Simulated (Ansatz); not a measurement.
# C2H4S (SMILES CC=S): single points off equilibrium

A test off equilibrium: a structure displaced at random from a GFN2-xTB minimum is computed at several levels, and each is set against CCSD(T).

Computed with Ansatz 0.2.0, Gaussian basis. Level: single points in def2-TZVPP.

Correlated methods freeze the cores.

### Step 1. The system as given

7 atoms, charge 0, spin multiplicity 1.

Atoms are counted from 1 here; the program's logs count them from 0.

Bond lengths: C1–C2 1.393 Å, C1–H4 1.111 Å, C1–H5 0.857 Å, C1–H6 1.239 Å, C2–S3 1.541 Å, C2–H7 1.184 Å. Angles: C2–C1–H4 115.0°, C2–C1–H5 125.9°, C2–C1–H6 95.6°, H4–C1–H5 97.9°, H4–C1–H6 114.5°, H5–C1–H6 108.7°, C1–C2–S3 130.8°, C1–C2–H7 114.7°, S3–C2–H7 113.5°.

Geometry (Å):

```
C    -0.5783    0.2339   -0.2402
C     0.6560   -0.3316    0.0713
S     1.0924   -1.2037    1.2648
H    -1.4279   -0.4813   -0.2695
H    -0.7656    0.6691   -0.9547
H    -0.5987    1.0172    0.7195
H     1.4493   -0.3030   -0.8069
```

### Step 2. CCSD(T)/def2-TZVPP

File run/in.yaml:

```yaml
crystal:
  periodic: [false, false, false]
  atoms:
    - {symbol: C, position_ang: [-0.578300, 0.233900, -0.240200]}
    - {symbol: C, position_ang: [0.656000, -0.331600, 0.071300]}
    - {symbol: S, position_ang: [1.092400, -1.203700, 1.264800]}
    - {symbol: H, position_ang: [-1.427900, -0.481300, -0.269500]}
    - {symbol: H, position_ang: [-0.765600, 0.669100, -0.954700]}
    - {symbol: H, position_ang: [-0.598700, 1.017200, 0.719500]}
    - {symbol: H, position_ang: [1.449300, -0.303000, -0.806900]}
basis:
  gaussian: {orbitals: def2-TZVPP}
correlation: {method: ccsd_t}
output: {forces: true}
```

No record of the launch command was kept for these runs.

### Step 3. PBE0-D4/def2-TZVPP

run/in.yaml, as its differences from that of step 2:

```diff
@@ -12,3 +12,3 @@
   gaussian: {orbitals: def2-TZVPP}
-correlation: {method: ccsd_t}
-output: {forces: true}
+hamiltonian: {xc: pbe0, dispersion: d4}
+output: {forces: true, orbitals: {seedname: orbitals}}
```

### Step 4. wB97M-V/def2-TZVPP

run/in.yaml, as its differences from that of step 3:

```diff
@@ -12,3 +12,3 @@
   gaussian: {orbitals: def2-TZVPP}
-hamiltonian: {xc: pbe0, dispersion: d4}
-output: {forces: true, orbitals: {seedname: orbitals}}
+hamiltonian: {xc: {name: wB97M-V}}
+output: {forces: true}
```

### Step 5. r2SCAN-D4/def2-TZVPP

run/in.yaml, as its differences from that of step 4:

```diff
@@ -12,3 +12,3 @@
   gaussian: {orbitals: def2-TZVPP}
-hamiltonian: {xc: {name: wB97M-V}}
+hamiltonian: {xc: r2scan, dispersion: d4}
 output: {forces: true}
```

### Step 6. PBE-D4/def2-TZVPP

run/in.yaml, as its differences from that of step 5:

```diff
@@ -12,3 +12,3 @@
   gaussian: {orbitals: def2-TZVPP}
-hamiltonian: {xc: r2scan, dispersion: d4}
+hamiltonian: {xc: pbe, dispersion: d4}
 output: {forces: true}
```

### Step 7. BLYP-D4/def2-TZVPP

run/in.yaml, as its differences from that of step 6:

```diff
@@ -12,3 +12,3 @@
   gaussian: {orbitals: def2-TZVPP}
-hamiltonian: {xc: pbe, dispersion: d4}
+hamiltonian: {xc: {name: BLYP}, dispersion: d4}
 output: {forces: true}
```

### Step 8. r2SCANh-D4/def2-TZVPP

run/in.yaml, as its differences from that of step 7:

```diff
@@ -12,3 +12,3 @@
   gaussian: {orbitals: def2-TZVPP}
-hamiltonian: {xc: {name: BLYP}, dispersion: d4}
+hamiltonian: {xc: {name: r2SCANh}, dispersion: d4}
 output: {forces: true}
```

(Steps that only read results are left out.)

Q: Predict the outcome of this session. Wanted: energy less free atoms, CCSD(T)/def2-TZVPP; RMS force component; RMS force error; HOMO and LUMO, PBE0-D4; T1 diagnostic.

The runs gave:

```
                                  quantity                                                                                              value
energy less free atoms, CCSD(T)/def2-TZVPP                                                                                    -547.7 kcal/mol
                       RMS force component                                                               5.181 to 5.311 eV/Å over the methods
                           RMS force error  PBE0-D4 0.223, wB97M-V 0.200, r2SCAN-D4 0.217, PBE-D4 0.279, BLYP-D4 0.253, r2SCANh-D4 0.213 eV/Å
                    HOMO and LUMO, PBE0-D4                                                                                 -6.30 and -1.93 eV
                             T1 diagnostic                                                                                              0.014
```

What this shows: Against CCSD(T) the functionals' energies less atoms differ by -34.0 to -16.5 kcal/mol, PBE-D4 by -34.0 kcal/mol. A larger basis would deepen the CCSD(T) value, while the functionals are nearly converged already, so the order here is not reliable. For forces wB97M-V does best and PBE-D4 worst. Frozen-core CCSD(T) forces in triple zeta carry basis errors of their own, and this is one geometry, so small gaps rank nothing. The restricted Hartree–Fock reference is unstable towards an unrestricted one at one or more of these structures.
